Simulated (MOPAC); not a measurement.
MOPAC input (MNDO):

```
MNDO 1SCF GEO-OK AUX(PRECISION=9) THREADS=1
C2H3F

C     0.00476229 1    0.43392420 1   -0.00203639 1
C     1.18383408 1   -0.15360148 1    0.00493325 1
F    -1.14596015 1   -0.26718838 1   -0.00280751 1
H    -0.17580160 1    1.50100015 1   -0.00772733 1
H     1.28003303 1   -1.23028006 1    0.01036986 1
H     2.07783169 1    0.45203897 1    0.00524394 1
```

From the last part of the output:

```
                                                       MOPAC v23.2.5 Linux

          FINAL HEAT OF FORMATION =        -32.54300 KCAL/MOL =    -136.15990 KJ/MOL

          COSMO AREA              =         79.73 SQUARE ANGSTROMS
          COSMO VOLUME            =         61.22 CUBIC ANGSTROMS

          IONIZATION POTENTIAL    =         10.427899 EV
          HOMO LUMO ENERGIES (EV) =        -10.428  0.747
          NO. OF FILLED LEVELS    =          9
          MOLECULAR WEIGHT        =         46.0441         POINT GROUP:  Cs

          MOLECULAR DIMENSIONS (Angstroms)

            Atom       Atom       Distance
            H     6    F     3     3.30306
            H     5    H     4     2.98279
            C     2    C     1     0.00000

          SCF CALCULATIONS        =          1

   ATOM   CHEMICAL          X               Y               Z
  NUMBER   SYMBOL      (ANGSTROMS)     (ANGSTROMS)     (ANGSTROMS)

     1       C          0.00476229  *   0.43392420  *  -0.00203639  *
     2       C          1.18383408  *  -0.15360148  *   0.00493325  *
     3       F         -1.14596015  *  -0.26718838  *  -0.00280751  *
     4       H         -0.17580160  *   1.50100015  *  -0.00772733  *
     5       H          1.28003303  *  -1.23028006  *   0.01036986  *
     6       H          2.07783169  *   0.45203897  *   0.00524394  *

                             CARTESIAN COORDINATES

   1    C        0.004762290     0.433924200    -0.002036390
   2    C        1.183834080    -0.153601480     0.004933250
   3    F       -1.145960150    -0.267188380    -0.002807510
   4    H       -0.175801600     1.501000150    -0.007727330
   5    H        1.280033030    -1.230280060     0.010369860
   6    H        2.077831690     0.452038970     0.005243940

           Empirical Formula: C2 H3 F  =     6 atoms

      MOLECULAR POINT GROUP   :   Cs

                  EIGENVALUES
 -46.44658 -33.93801 -22.28178 -18.04796 -16.91324 -16.28742 -14.50419 -13.50759
 -10.42790   0.74727   3.53276   4.14921   4.82563   5.38312   5.92691

              NET ATOMIC CHARGES AND DIPOLE CONTRIBUTIONS

  ATOM NO.   TYPE          CHARGE      No. of ELECS.   s-Pop       p-Pop
    1          C           0.113985        3.8860     1.19544     2.69058
    2          C          -0.108557        4.1086     1.22212     2.88644
    3          F          -0.206685        7.2067     1.88553     5.32116
    4          H           0.074491        0.9255     0.92551
    5          H           0.066392        0.9336     0.93361
    6          H           0.060374        0.9396     0.93963
 DIPOLE           X         Y         Z       TOTAL
 POINT-CHG.     1.471     0.859     0.001     1.703
 HYBRID         0.070     0.098    -0.000     0.121
 SUM            1.541     0.957     0.001     1.814

          ATOMIC ORBITAL ELECTRON POPULATIONS

     Atom    s        px        py        pz
    1  C   1.19544   0.78207   0.88057   1.02793
    2  C   1.22212   0.91738   0.94487   1.02419
    3  F   1.88553   1.54663   1.82665   1.94788
    4  H   0.92551
    5  H   0.93361
    6  H   0.93963

 **********************
 *                    *
 * JOB ENDED NORMALLY *
 *                    *
 **********************

 == MOPAC DONE ==
```

The geometry given is a B3LYP-D3(BJ)/def2-TZVP minimum.
